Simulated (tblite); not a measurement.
Input of a run (GFN2-xTB geometry optimisation, gas phase (tblite 0.8.0)), started from a force field or distance geometry:
```
{"job": {"kind": "relax", "xc": "GFN2-xTB", "basis": "xTB"}, "charge": 0, "multiplicity": 2}
C     -2.483800     0.183900    -0.385700
C     -1.054200     0.198000    -0.153400
C      0.143700     0.196300     0.058900
C      1.530600     0.216200     0.283800
C      2.461900    -0.511600    -0.591600
S      4.119100    -0.550100    -0.392500
H     -2.789600     1.053900    -0.990100
H     -2.786900    -0.714500    -0.915300
H     -3.039700     0.220000     0.560100
H      1.925600     0.749900     1.146000
H      1.978700    -1.039500    -1.442200
```

Output (eV, eV/Å):
```
step      E/eV     max force
  0    -445.48721    3.294
  1    -445.67433    1.055
  2    -445.68863    2.160
  3    -445.72390    0.660
  4    -445.73409    0.300
  5    -445.73982    0.194
  6    -445.74346    0.163
  7    -445.74645    0.154
  8    -445.74885    0.119
  9    -445.75002    0.074
 10    -445.75059    0.058
 11    -445.75087    0.040
 12    -445.75103    0.037
 13    -445.75112    0.024
 14    -445.75116    0.016
 15    -445.75118    0.012
 16    -445.75120    0.015
 17    -445.75124    0.019
 18    -445.75129    0.018
 19    -445.75132    0.016
 20    -445.75135    0.017
 21    -445.75136    0.016
 22    -445.75139    0.020
 23    -445.75142    0.023
 24    -445.75146    0.019
 25    -445.75149    0.021
 26    -445.75153    0.021
 27    -445.75157    0.021
 28    -445.75162    0.021
 29    -445.75166    0.015
 30    -445.75169    0.012
 31    -445.75170    0.013
 32    -445.75172    0.014
 33    -445.75173    0.009
```

Task: Summarise the run.

Result: The energy falls by 25.5 kJ/mol over 33 L-BFGS steps, the largest force on an atom goes from 3.29 to 0.009 eV/Å, and the atoms move by 0.053 Å rms after alignment. The bond that changes most is C4–C5 (ends: carbon bonded to 2 C and H; carbon bonded to C, S and H), which shortens by 0.110 Å. Bonds longer at the end by more than 0.005 Å: 1 of 10; shorter: 8. Among the angles that change most is C4–C5–H11, from 114.5° to 119.9°. The energy never rose by more than 1e-5 eV on the way. The first step brought 71 % of the lowering.

Task: What are the final bond lengths?

Result: C1–C2 1.440 Å, C2≡C3 1.210 Å, C3–C4 1.391 Å, C4–C5 1.361 Å, C5=S6 1.690 Å, C1–H7 1.091 Å, C1–H8 1.090 Å, C1–H9 1.090 Å, C4–H10 1.082 Å, C5–H11 1.083 Å. Numbering counts from 1 in the input's order; the species is `CC#C[CH]C=S` [radical].

Its GFN2-xTB frequencies are all real (lowest 27 cm⁻¹).

Shape of the structure used: `[CH3:1][C:2]#[C:3][CH:4][CH:5]=[S:6]`: C3–C4–C5–S6 180°.

One conformer stands for the species.

All values are computed, not measured.
